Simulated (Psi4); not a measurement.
**A workflow on BPH4 (SMILES BP)**

We compute a geometry optimisation (B3LYP-D3(BJ)/3-21G), then the harmonic vibrations, then a single-point energy (CCSD(T)/cc-pVTZ) of BPH4. 

The calculation is run with Psi4 1.11.

## (1) Starting point

BPH4 has 6 atoms, charge 0, and is taken as a singlet. As SMILES, `BP`. Geometry: relaxed at GFN2-xTB (4 decimals). The run starts from this shape.

Bond lengths: B1–P2 1.841 Å, B1–H3 1.169 Å, B1–H4 1.169 Å, P2–H5 1.378 Å, P2–H6 1.378 Å. Angles: B1–P2–H5 103.7°, B1–P2–H6 103.7°, P2–B1–H3 119.5°, P2–B1–H4 119.5°, H5–P2–H6 96.8°, H3–B1–H4 120.3°.

## (2) A geometry optimisation at B3LYP-D3(BJ)/3-21G (density fitting) (run 1)

File bh4p.sdf:

```

     RDKit          3D

  6  5  0  0  0  0  0  0  0  0999 V2000
    0.0027   -0.8680    0.1189 B   0  0  0  0  0  0  0  0  0  0  0  0
    0.3787    0.9288    0.2596 P   0  0  0  0  0  0  0  0  0  0  0  0
   -0.7775   -1.3512    0.8429 H   0  0  0  0  0  0  0  0  0  0  0  0
    0.6592   -1.5409   -0.5759 H   0  0  0  0  0  0  0  0  0  0  0  0
    0.5991    1.3191   -1.0437 H   0  0  0  0  0  0  0  0  0  0  0  0
   -0.8623    1.5122    0.3982 H   0  0  0  0  0  0  0  0  0  0  0  0
  2  1  1  0
  3  1  1  0
  4  1  1  0
  5  2  1  0
  6  2  1  0
M  END
$$$$
```

File bh4p.py:

```python
import psi4
from rdkit import Chem

psi4.set_memory(1600000000)
psi4.set_num_threads(1)
psi4.core.set_output_file('run.log', False)

rd = Chem.SDMolSupplier('bh4p.sdf', removeHs=False, sanitize=False)[0]
xyz = rd.GetConformer().GetPositions()
atoms = '\n'.join(f'{a.GetSymbol()} {x:.4f} {y:.4f} {z:.4f}' for a, (x, y, z) in zip(rd.GetAtoms(), xyz))
m = psi4.geometry('0 1\n' + atoms + '\nsymmetry c1')

psi4.set_options(dict(basis='3-21G', reference='rks', geom_maxiter=60))

result, w = psi4.optimize('b3lyp-d3bj', return_wfn=True)
print(f'total energy {result:.8f} hartree = {result * 27.211386:.5f} eV')
m.save_xyz_file('final.xyz', False)
for k, v in sorted(psi4.core.scalar_variables().items()):
    print(f'{k:45s} {v:18.10f}')
```

On the command line:

```sh
$ python bh4p.py
```

run.log:

```text
[...]
  Running in c1 symmetry.
[...]
  Nuclear repulsion =   46.914443387423859
[...]
  Multiplicity = 1
[...]
  Nalpha       = 12
  Nbeta        = 12
[...]
    Number of basis functions: 30
[...]
   @DF-RKS iter   1:  -366.63070347014479   -3.16519e-01   9.99227e-03 DIIS/ADIIS
[...]
   @DF-RKS iter   6:  -366.70259692995484   -7.10543e-12   7.13064e-09 DIIS
[...]
    Orbital Energies [Eh]
    ---------------------
    Doubly Occupied:
       1A    -76.520903     2A     -6.728351     3A     -6.511849
       4A     -4.675570     5A     -4.674034     6A     -4.669366
       7A     -0.667148     8A     -0.498555     9A     -0.423119
      10A     -0.357239    11A     -0.351292    12A     -0.262490
[...]
  @DF-RKS Final Energy:  -366.70259692995484
   => Energetics <=
    Nuclear Repulsion Energy =             45.9066293424508558
    One-Electron Energy =                -596.0217712535018109
    Two-Electron Energy =                 206.5549519534515071
    DFT Exchange-Correlation Energy =     -23.1367714439082555
    Empirical Dispersion Energy =          -0.0056355284471388
    VV10 Nonlocal Energy =                  0.0000000000000000
    Total Energy =                       -366.7025969299548365
[...]
 Multipole Moments:
 ------------------------------------------------------------------------------------
     Multipole            Electronic (a.u.)      Nuclear  (a.u.)        Total (a.u.)
 ------------------------------------------------------------------------------------
 L = 1.  Multiply by 2.5417464519 to convert [e a0] to [Debye]
 Dipole X            :          0.7834125           -1.0418067           -0.2583942
 Dipole Y            :          0.9586823           -0.7537416            0.2049406
 Dipole Z            :          0.6654398           -0.9546426           -0.2892029
 Magnitude           :                                                    0.4386417
[...]
  -Total Gradient:
     Atom            X                  Y                   Z
    ------   -----------------  -----------------  -----------------
       1       -0.000044355222    -0.000230921886    -0.000013855893
       2        0.000051261758     0.000086107538     0.000040317131
       3       -0.000006820508     0.000082430388     0.000015097692
       4        0.000026008630     0.000078075599    -0.000017316746
       5       -0.000012448662    -0.000005400949    -0.000009156499
       6       -0.000009816413    -0.000005669578    -0.000011824045
[...]
    Final optimized geometry and variables:
    Molecular point group: c1
    Full point group: C1
    Geometry (in Angstrom), charge = 0, multiplicity = 1:
    B           -0.224372519737    -1.313941323588    -0.051531620716
    P            0.119520213244     0.520071233155     0.051511181403
    H           -1.008323682440    -1.796742450480     0.704037955610
    H            0.463766359183    -1.991132763171    -0.748983485604
    H            0.442907227742     0.975592861227    -1.259242008320
    H           -1.120590884255     1.182057572405     0.284002791972
[...]
```

Standard output:

```text
Some dependencies such as QCElemental have not yet finished migration to pydantic v2. If issues are encountered please downgrade pydantic or upgrade QCElemental as appropriate
	Energy has increased in a minimization.
	Energy ratio indicates iffy step.
	Intrafrag trust radius decreased to   0.25.
	Previous geometry is closer to target in internal coordinates, so using that one.

	Best geometry has RMS(Delta(q)) = 6.12e-04

	Previous geometry is closer to target in internal coordinates, so using that one.

	Best geometry has RMS(Delta(q)) = 8.21e-07

Optimizer: Optimization complete!
total energy -366.70259693 hartree = -9978.48591 eV
B3LYP-D3(BJ) DISPERSION CORRECTION ENERGY          -0.0056355284
CURRENT ENERGY                                   -366.7025969300
CURRENT REFERENCE ENERGY                         -366.7025969300
DD SOLVATION ENERGY                                 0.0000000000
DFT FUNCTIONAL TOTAL ENERGY                      -366.6969614015
DFT TOTAL ENERGY                                 -366.7025969300
DFT VV10 ENERGY                                     0.0000000000
DFT XC ENERGY                                     -23.1367714439
DISPERSION CORRECTION ENERGY                       -0.0056355284
GRID ELECTRONS ALPHA                               12.0000038998
GRID ELECTRONS BETA                                12.0000038998
GRID ELECTRONS TOTAL                               24.0000077996
NUCLEAR REPULSION ENERGY                           45.9066293425
ONE-ELECTRON ENERGY                              -596.0217712535
OPTIMIZATION ITERATIONS                             7.0000000000
PCM POLARIZATION ENERGY                             0.0000000000
PE ENERGY                                           0.0000000000
SCF ITERATION ENERGY                             -366.7025969300
SCF ITERATIONS                                      6.0000000000
SCF TOTAL ENERGY                                 -366.7025969300
TWO-ELECTRON ENERGY                               206.5549519535
XC GRID RADIAL POINTS                              75.0000000000
XC GRID SPHERICAL POINTS                          302.0000000000
XC GRID TOTAL POINTS                           129622.0000000000
```

It took 13 s on 1 thread of AMD EPYC 9R45 (Zen 5), shared host; peak memory 0.38 GiB.

The path in brief:

```tsv
step	energy from the first frame kept (eV)	largest force (eV/Å)
0	0.0000	1.2220
1	-0.1060	0.1103
2	-0.1015	0.3509
3	-0.1082	0.0733
4	-0.1087	0.0414
5	-0.1089	0.0187
6	-0.1089	0.0121
```

After the run. Bond lengths: B1–P2 1.869 Å, B1–H3 1.191 Å, B1–H4 1.191 Å, P2–H5 1.425 Å, P2–H6 1.425 Å. Angles: B1–P2–H5 107.7°, B1–P2–H6 107.7°, P2–B1–H3 118.9°, P2–B1–H4 118.9°, H5–P2–H6 101.5°, H3–B1–H4 121.4°.

## (3) The harmonic vibrations at B3LYP-D3(BJ)/3-21G (density fitting) (run 2)

File job.dat:

```
memory 1600 mb

molecule mol {
  0 1
  B
  P 1 1.868818
  H 1 1.191035 2 118.94407
  H 1 1.191034 3 121.41928 2 170.3611
  H 2 1.424834 1 107.74547 4 40.30937
  H 2 1.424834 5 101.48501 1 -113.05264
  symmetry c1
}

set basis 3-21G
set t 400.0
set rotational_symmetry_number 1

result = frequency('b3lyp-d3bj2b')
```

On the command line:

```sh
$ psi4 job.dat job.out -n 1
```

job.out (excerpt; [...] marks lines left out):

```text
[...]
  Running in c1 symmetry.
[...]
  Nuclear repulsion =   45.906636149328357
[...]
  Multiplicity = 1
[...]
  Nalpha       = 12
  Nbeta        = 12
[...]
    Number of basis functions: 30
[...]
   @DF-RKS iter   1:  -366.63518769399184   -3.86146e-01   9.88572e-03 DIIS/ADIIS
[...]
   @DF-RKS iter   9:  -366.70259645037510   -1.59162e-12   6.55766e-09 DIIS
[...]
  @DF-RKS Final Energy:  -366.70259645037510
   => Energetics <=
    Nuclear Repulsion Energy =             45.9066296835483953
    One-Electron Energy =                -596.0217728431468913
    Two-Electron Energy =                 206.5549534422111719
    DFT Exchange-Correlation Energy =     -23.1367712047276228
    Empirical Dispersion Energy =          -0.0056355282601882
    VV10 Nonlocal Energy =                  0.0000000000000000
    Total Energy =                       -366.7025964503750970
[...]
 Multipole Moments:
[...]
  -Total Gradient:
     Atom            X                  Y                   Z
    ------   -----------------  -----------------  -----------------
       1        0.000011873405     0.000127421775    -0.000235092743
       2       -0.000030659953     0.000222406372     0.000095729302
       3        0.000006303164     0.000014942705     0.000059434925
       4        0.000007779247    -0.000031997783     0.000101296477
       5        0.000115597110    -0.000173653523     0.000128182989
       6       -0.000115039464    -0.000158835316    -0.000144130255
[...]
  ==> Harmonic Vibrational Analysis <==
[...]
  Freq [cm^-1]                 395.4400            517.2275            561.3242
[...]
  IR activ [km/mol]            63.1125              0.4537              5.2650
[...]
  Freq [cm^-1]                 740.7597            904.8529            913.1992
[...]
  IR activ [km/mol]             6.7765              4.8758              9.4064
[...]
  Freq [cm^-1]                1126.9341           1197.8898           2353.2221
[...]
  IR activ [km/mol]            43.4057             28.4368             32.0104
[...]
  Freq [cm^-1]                2379.5439           2651.3553           2754.0826
[...]
  IR activ [km/mol]            39.7410             65.6544             63.3981
[...]
  Total E_0, Enthalpy at 0 [K]                                                         -366.66501666 [Eh]
[...]
  Total H, Enthalpy at  400.00 [K]                                                     -366.65780036 [Eh]
[...]
```

The script printed:

```text
Warning: used thermodynamics relations inappropriate for low-frequency modes: ['395.4400' '517.2275' '561.3242']
```

Wall time 56 s (1 thread of AMD EPYC 9R45 (Zen 5), shared host); peak memory 0.34 GiB.

## (4) The energy at CCSD(T)/cc-pVTZ (run 3)

File job.in:

```
memory 1.6 GB

molecule {
  B      0.022830    -0.897759     0.143378
  P      0.366729     0.936253     0.246406
  H     -0.761123    -1.380551     0.898953
  H      0.710965    -1.574959    -0.554069
  H      0.690117     1.391763    -1.064351
  H     -0.873379     1.598246     0.478894
  symmetry c1
}

set scf_type pk
set freeze_core true

e = energy("ccsd(t)/cc-pVTZ")
print_variables()
```

On the command line:

```sh
$ psi4 job.in job.out -n 1
```

job.out:

```text
[...]
  Running in c1 symmetry.
[...]
  Nuclear repulsion =   45.906630570949474
[...]
  Multiplicity = 1
[...]
  Nalpha       = 12
  Nbeta        = 12
[...]
    Number of basis functions: 120
[...]
   @RHF iter   1:  -367.68912057391157   -6.27843e-01   1.89840e-03 ADIIS/DIIS
[...]
   @RHF iter  11:  -367.74760831349613   -6.39488e-11   9.57472e-09 DIIS
[...]
    Orbital Energies [Eh]
    ---------------------
    Doubly Occupied:
       1A    -79.935149     2A     -7.619902     3A     -7.480543
       4A     -5.374730     5A     -5.374451     6A     -5.374327
       7A     -0.861218     8A     -0.674407     9A     -0.553496
      10A     -0.489838    11A     -0.477739    12A     -0.356498
[...]
  @RHF Final Energy:  -367.74760831349613
   => Energetics <=
    Nuclear Repulsion Energy =             45.9066305709494742
    One-Electron Energy =                -598.1638856381504183
    Two-Electron Energy =                 184.5096467537048284
    Total Energy =                       -367.7476083134961300
[...]
 Multipole Moments:
 ------------------------------------------------------------------------------------
     Multipole            Electronic (a.u.)      Nuclear  (a.u.)        Total (a.u.)
 ------------------------------------------------------------------------------------
 L = 1.  Multiply by 2.5417464519 to convert [e a0] to [Debye]
 Dipole X            :          0.8243815           -1.0418106           -0.2174291
 Dipole Y            :          0.7860374           -0.7537454            0.0322920
 Dipole Z            :          0.7300315           -0.9546343           -0.2246028
 Magnitude           :                                                    0.3142684
[...]
      * MP2 total energy                      = -368.012277729908419
[...]
      * CCSD total energy                     = -368.050786045741518
[...]
      * CCSD(T) total energy                  = -368.062579702606172
[...]
```

Run time: 40 s. Hardware: 1 thread of AMD EPYC 9R45 (Zen 5), shared host; peak memory 1.5 GiB.

## (5) Results

| quantity | value |
| --- | --- |
| run 1, B3LYP-D3(BJ)/3-21G: total energy at the end | -366.70260 Eh |
| run 1, B3LYP-D3(BJ)/3-21G: dipole moment | 1.11 D |
| run 1, B3LYP-D3(BJ)/3-21G: HOMO energy | -7.14 eV |
| run 1, B3LYP-D3(BJ)/3-21G: LUMO energy | -1.72 eV |
| run 1, B3LYP-D3(BJ)/3-21G: HOMO–LUMO gap | 5.42 eV |
| run 1, B3LYP-D3(BJ)/3-21G: dispersion energy | -14.80 kJ/mol |
| run 2, B3LYP-D3(BJ)/3-21G: lowest harmonic wavenumber | 395 cm⁻¹ |
| run 2, B3LYP-D3(BJ)/3-21G: highest harmonic wavenumber | 2754 cm⁻¹ |
| run 2, B3LYP-D3(BJ)/3-21G: zero-point energy | 98.7 kJ/mol |
| run 2, B3LYP-D3(BJ)/3-21G: ideal-gas entropy at 400 K (symmetry number 1 as used) | 65.3 cal/(mol K) |
| run 3, CCSD(T)/cc-pVTZ: total energy | -368.06258 Eh |
| run 3, CCSD(T)/cc-pVTZ: HOMO energy (Hartree–Fock orbitals) | -9.70 eV |
| run 3, CCSD(T)/cc-pVTZ: LUMO energy (Hartree–Fock orbitals) | 1.69 eV |
| run 3, CCSD(T)/cc-pVTZ: HOMO–LUMO gap (Hartree–Fock orbitals) | 11.39 eV |
| run 3, CCSD(T)/cc-pVTZ: correlation energy (6 core orbitals frozen) | -315.0 mEh |
| run 3, CCSD(T)/cc-pVTZ: (T) correction | -11.79 mEh |
| run 3, CCSD(T)/cc-pVTZ: T1 diagnostic | 0.018 |

The optimisation (run 1, B3LYP-D3(BJ)/3-21G) took 7 steps and changed the energy by -0.109 eV. All 12 modes (run 2, B3LYP-D3(BJ)/3-21G) are real, so the shape is a minimum at this level. The triples (run 3, CCSD(T)/cc-pVTZ) make up 3.7 % of the correlation energy.
